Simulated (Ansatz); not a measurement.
Fluorite CeO₂ was calculated with rVV10 in Ansatz (plane waves, PAW).

Settings: plane-wave cutoff 520 eV, 12×12×12 k mesh, Fermi–Dirac smearing 0.01 eV, no spin polarisation, scalar-relativistic PAW data made under PBE.

Properties against volume:

```csv
V (Å³/atom),P (GPa),direct gap at Γ (eV),smallest gap on the k mesh (eV)
13.016,12.39,3.050,2.024
13.293,7.80,2.932,1.961
13.570,3.69,2.820,1.901
13.847,-0.01,2.714,1.842
14.124,-3.32,2.614,1.784
14.400,-6.30,2.519,1.729
14.677,-8.96,2.429,1.675
```

The fundamental gap (1.84 eV at the equilibrium volume, with added k points) lies elsewhere than Γ–Γ.

Measured, for comparison: band gap 3 eV (temperature not stated, not corrected to a static lattice, O 2p to Ce 4f, our sources range from 3.00 to 3.20; as tabulated in Tran et al. (2019), arXiv:1908.01820).

Spin–orbit coupling is not included.

Ansatz is a program for electronic structure.
